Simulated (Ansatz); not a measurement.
**SiO (singlet): wave-function methods side by side, cc-pV(Q+d)Z**

An exercise on one series of results from a longer session: the logs are not shown, and one member is left open.

Computed with Ansatz 0.2.0, Gaussian basis. Level: cc-pV(Q+d)Z, core rule «outside noble gas», up to 6 orbitals frozen.

The runs, in order: UHF; CCSD(T) on RHF; BCCD(T) on RHF; CISD; CCSDT(Q) on RHF; CASSCF and MRCISD+Q, 10 electrons in 8 orbitals; CASSCF and NEVPT4(SD), 10 electrons in 8 orbitals; CASSCF and NEVPT2, 10 electrons in 8 orbitals.

10 further runs of the same task are left out: 10 set aside as unsound or not needed.

### What is computed

The geometry is an MP2(full)/6-31G* stationary point (not a proven minimum).

2 atoms, charge 0, spin multiplicity 1.

Atoms are counted from 1 here; the program's logs count them from 0.

Bond lengths: Si1–O2 1.542 Å.

The first run:

Input file in.yaml:

```yaml
crystal:
  periodic: [false, false, false]
  atoms:
    - {symbol: Si, position_ang: [0.000000, 0.000000, 0.000000]}
    - {symbol: O, position_ang: [0.000000, 0.000000, 1.542326]}
basis:
  gaussian: {orbitals: "cc-pV(Q+d)Z.json"}
magnetization: {spin_polarized: true, initial_magnetization: 0}
hamiltonian: {xc: hf}
output: {orbitals: {seedname: orbitals}}
```

Launch:

```
$ ansatz run in.yaml --threads 1 --pin off --events-out ev --progress --plain --max-ram 3956MiB --backend cpu
```

Steps of the session up to this table: UHF; CCSD(T) on RHF; BCCD(T) on RHF; CISD; CCSDT(Q) on RHF; CASSCF and MRCISD+Q, 10 electrons in 8 orbitals; CASSCF and NEVPT4(SD), 10 electrons in 8 orbitals; CASSCF and NEVPT2, 10 electrons in 8 orbitals.

One table of the session follows, with a row left open; its other results are not shown here.

It belongs to the step «Misses and costs». 

```
            method  from RCCSDT(Q) (kcal/mol)
               RHF                    +240.73
              RMP2                          ?
              CISD                     +31.76
             RCCSD                     +13.91
          RCCSD(T)                      +1.21
           BCCD(T)                      +1.10
            RCCSDT                      +1.22
         RCCSDT(Q)                          0
    CASSCF valence                    +162.14
    NEVPT2 valence                     +33.47
NEVPT4(SD) valence                      +6.94
    MRCISD valence                     +14.15
  MRCISD+Q valence                      +3.58
```

Q: Estimate the row for RMP2 from the others.

As computed: from RCCSDT(Q) (kcal/mol): +11.71. In the column «from RCCSDT(Q) (kcal/mol)» it lies between NEVPT4(SD) valence (+6.94) and RCCSD (+13.91).
